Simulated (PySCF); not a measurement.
# The electron affinity along the halogens

Calculated with PySCF 2.14 from differences of total energies of unrestricted determinants, without spin-orbit coupling. Values in eV. The last column holds reference values (measured affinities from photodetachment; the arrow runs from anion to atom). Unmarked ones compare directly (S terms, centres of terms, or small fine structure); those marked * lie between the lowest fine-structure levels and include a spin-orbit shift.

```tsv
element	configurations	UHF	PBE	r2SCAN	MP2 (valence)	SCS-MP2 (valence)	MP2 (valence and next inner shell)	reference
F (aug-cc-pwCVQZ, non-relativistic)	[Ne] → [He] 2s2 2p5	1.180	3.654	3.304	3.713	3.537	3.720	3.401
Cl (aug-cc-pwCVQZ, non-relativistic)	[Ar] → [Ne] 3s2 3p5	2.368	3.649	3.607	3.723	3.637	3.733	3.613 *
I (aug-cc-pwCVQZ-PP with ECP28MDF, ECP)	[Xe] → [Kr] 4d10 5s2 5p5	2.286	3.238	3.248	3.286	3.234	3.381	3.059 *
```

The highest occupied level of the anion is positive for F⁻ at PBE, r2SCAN; Cl⁻ at PBE, r2SCAN, so there the basis helps to hold the electron.

"Valence" correlates the outer s and p shells and, in groups 3 to 12 and the f block, the outer d or f shell, open or full, or the next shell where the ion has no valence electron left; the wider scheme adds the next inner shell.
